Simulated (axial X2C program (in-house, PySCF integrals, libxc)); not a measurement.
## Levels of P₂⁻ by electron attachment to P₂ (EOM-EA-CCSD)

Calculated with an in-house all-electron X2C program for linear molecules (integrals from PySCF): two-component X2C with atomic mean-field Coulomb and Gaunt terms, Gaussian nuclei, basis P dyall-av3z with contracted cores.

R = 1.815 Å (0.960 times 1.891 Å, the PBE0 minimum at charge 0 for the lowest determinant).

Levels of P₂⁻ obtained by attaching an electron to P₂:

| Ω | binding energy (eV) | above lowest (cm⁻¹) | attached spinor | one-particle weight |
| --- | --- | --- | --- | --- |
| 1/2 | 0.076 | 0 | 56% P pπ, 38% P dπ | 0.94 |
| 3/2 | 0.053 | 182 | 56% P pπ, 40% P dπ | 0.94 |
| 1/2 | -0.951 | 8287 | 96% P pσ | 0.99 |
| 1/2 | -1.323 | 11281 | 84% P sσ | 0.98 |
| 1/2 | -1.492 | 12651 | 98% P pπ | 0.99 |
| 3/2 | -1.494 | 12663 | 98% P pπ | 0.99 |
| 1/2 | -1.885 | 15818 | 80% P pσ, 16% P dσ | 0.99 |

(1) Take the first Ω = 1/2 and Ω = 3/2 rows of π character: how far apart are they, and which lies lower?

Negative binding energies belong to unbound states, resonances or levels that the basis set holds; within some tenths of an eV of zero the sign is not settled.

This point took 10 s on 1 thread of Arm Neoverse V1, on a shared host.

Reference electrons by ω block (each with its −ω partner): 1/2: 12, 3/2: 3. 10 electrons of P₂ correlated (inner shells frozen), 92 natural virtual spinors (a truncated set); levels can be off by some tenths of an eV. Roots sought by Ω: (1/2: 5, 3/2: 4, 5/2: 2, 7/2: 1); the list ends where they run out and leaves out roots under 60 % one-particle weight. The solver can skip a root, and states that need a further excitation, which the method places far too high, are missing though they may lie low or lowest. T1 of the reference 0.015 (Lee–Taylor). Number of frozen shells: P 2 s, 1 p. g and u states are not told apart.

Answers

(1) E(3/2) − E(1/2) = 182 − 0 = 182 cm⁻¹ at EOM-EA-CCSD: regular, Ω = 1/2 lower. Splittings at this level can be off by ten to twenty per cent.
